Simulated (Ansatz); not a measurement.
## Other spins and charges of H3O⁺, singlet at one geometry

Geometry (PBE0/def2-TZVP stationary point for this spin, not checked as a minimum):

```csv
atom,x (Å),y (Å),z (Å)
O,0.0002,-0.0001,-0.0419
H,0.9410,0.0142,0.2253
H,-0.4835,0.8094,0.2180
H,-0.4600,-0.8219,0.2221
```

Basis 6-31G; Ansatz 0.2.0. Correlated methods freeze the noble-gas cores. R marks a restricted (for open shells ROHF) determinant, U an unrestricted one. Active spaces: valence = (8e, 7o) chosen from the atoms' valence shells.

Gaps are energies of the second state less the first, at fixed atoms, for a selection of the levels run; each method lands on the state that its own search finds for that charge and spin.

Problem. PBE gives 10.780 eV for triplet less singlet. Estimate what full CI gives in 6-31G.

Solution. Full CI in 6-31G gives 11.091 eV, so against it PBE is off by -0.311 eV.

```tsv
level	gap (eV)	error (meV)
RHF	10.526	-565
UHF	10.485	-606
RMP2	11.250	159
UMP2	11.254	163
CISD	11.037	-54
RCCSD	11.098	7
UCCSD	11.097	6
RCCSD(T)	11.090	-1
UCCSD(T)	11.089	-2
BCCD(T)	11.089	-2
RCCSDT	11.086	-5
UCCSDT	11.085	-6
CISDTQ	11.088	-3
RCCSDT(Q)	11.092	1
UCCSDT(Q)	11.091	0
RCCSDTQ	11.091	0
UCCSDTQ	11.090	-1
CASSCF (valence space)	11.422	331
NEVPT2 (valence space)	11.155	64
MRCISD (valence space)	11.110	19
MRCISD+Q (valence space)	11.095	4
r2SCAN	10.837	-254
PBE0	10.887	-204
B3LYP	10.825	-266
r2SCANh	10.844	-247
wB97M-V	11.100	9
B2PLYP	10.983	-108
RPA-PBE	10.733	-358
```

In so small a basis the reference is far from its limit while semilocal and hybrid functionals are nearer theirs (RPA and double hybrids share much of the reference's basis error), so the functionals' errors here hold much of the reference's basis and frozen-core error, which can add to them or hide them.

Full CI is exact within this basis and frozen core; it isn't the basis-set limit. The frozen core follows each run's orbitals, which can shift R against U totals by a few meV.
